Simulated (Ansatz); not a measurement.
Born–Oppenheimer molecular dynamics of H4OSi (6 atoms, charge 0, multiplicity 1). It starts at the highest image of a converged band. Of that band: Neighbouring images differ by up to 2.0 eV, so the band resolves the path poorly. A vibrational analysis at the climbing image gives one clearly imaginary mode, 1413i cm⁻¹: a first-order saddle point.

These are results of RKS BHLYP/cc-pVDZ (Ansatz 0.2.0), not measurements.

```json
{
  "ensemble": "NVE (velocity Verlet)",
  "time step": "0.5 fs",
  "steps asked": "200",
  "starting velocities drawn for": "300 K",
  "seed": "3779"
}
```

First frame:

```xyz
6
Properties=species:S:1:pos:R:3
Si -0.318 0.040 0.415
H 0.917 -0.018 1.293
H 1.351 0.120 0.213
H -0.248 1.191 -0.508
O -0.651 -1.366 -0.452
H -1.194 -1.983 0.033
```

(1) How far do the bonds stretch over the last three quarters of this one trajectory? (Pairs bonded in most of those frames.)

## Answers

(1) 
```
  bond  mean (Å)  spread (Å)  shortest  longest
Si1–H4     1.532       0.008      1.51     1.55
Si1–O5     1.684       0.017      1.66     1.71
 H2–H3     0.764       0.047      0.69     0.83
 O5–H6     0.961       0.023      0.92     1.00
```

Mean temperature of the second half: 1918 K. The conserved energy stayed within 0.46 meV per atom of its start (net change -0.15 meV per atom), so the integration is sound. The kinetic energy rose, since the run started high on the potential surface and went downhill. It ends in pieces (H2 + H2OSi), so much of that is their flight and rotation, not heat. A run of 0.1 ps of so small a system gives no equilibrium averages. The orbitals stay closed-shell, which can raise the energy where a bond breaks towards radicals; this wasn't checked here.

Run time: 2.8 min on 1 thread of Intel(R) Xeon(R) CPU @ 2.60GHz (Ice Lake), on a shared host, peak memory 0.11 GiB.
